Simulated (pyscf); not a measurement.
Structures and frequencies: ωB97X-D3(BJ)/def2-SVP in PySCF. Correlated levels are frozen-core, on RHF or UHF. ΔMP2 is the change of the MP2 total energy from the triple- to the quadruple-zeta basis.

Question: How much does it cost (ΔH, 298 K, CCSD(T)/def2-TZVPP + ΔMP2(QZVPP)) to split H₃C–CH₂–Be–OH at its Be–O bond into [Be–CH₂–CH₃]• + OH•?

Answer: Be–O to [Be–CH₂–CH₃]• + OH•: 143.5 kcal/mol. The radicals are drawn with the spin at the cut bond; how far it spreads was not checked. Other isomers of [Be–CH₂–CH₃]• were not searched in full and may lie lower. The CCSD(T) − MP2 part came from Ansatz, without density fitting, on the same reference. Left out: the spin-orbit lowering of OH.
